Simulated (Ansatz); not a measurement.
## CsAuBr3 (I4/mmm, No. 139)

Method: LDA (Ansatz, an electronic-structure program, PAW).

Settings: plane-wave cutoff 520 eV, 6×6×6 k mesh, Fermi–Dirac smearing 0.01 eV, scalar-relativistic PAW data made under PBE.

Cell (relaxed at this level):

```yaml
crystal:
  lattice:
    - [-3.74496, 3.74496, 5.46765]
    - [3.74496, -3.74496, 5.46765]
    - [3.74496, 3.74496, -5.46765]
  atoms:
    - { symbol: Au, position: [0.50000, 0.50000, 0.00000] }
    - { symbol: Au, position: [0.00000, 0.00000, 0.00000] }
    - { symbol: Cs, position: [0.25000, 0.75000, 0.50000] }
    - { symbol: Cs, position: [0.75000, 0.25000, 0.50000] }
    - { symbol: Br, position: [0.27754, 0.27754, 0.00000] }
    - { symbol: Br, position: [0.72246, 0.72246, 0.00000] }
    - { symbol: Br, position: [0.76597, 0.23403, 0.00000] }
    - { symbol: Br, position: [0.23403, 0.76597, 0.00000] }
    - { symbol: Br, position: [0.76597, 0.76597, 0.53194] }
    - { symbol: Br, position: [0.23403, 0.23403, 0.46806] }
```

* **band gap**: 0.12 eV (on the SCF k mesh)
* **Γ–Γ gap**: 2.29 eV
* **bulk modulus B0**: 22.4 GPa

Note: the bulk modulus is −V dP/dV from two relaxed cells at ±2 % in volume; the volume lies 10 % below that of the published cell.

Spin–orbit coupling is not included; it can close the smallest gap of 0.12 eV.

Static lattice: no zero-point or thermal effects.

The result took roughly 7 core-minutes.
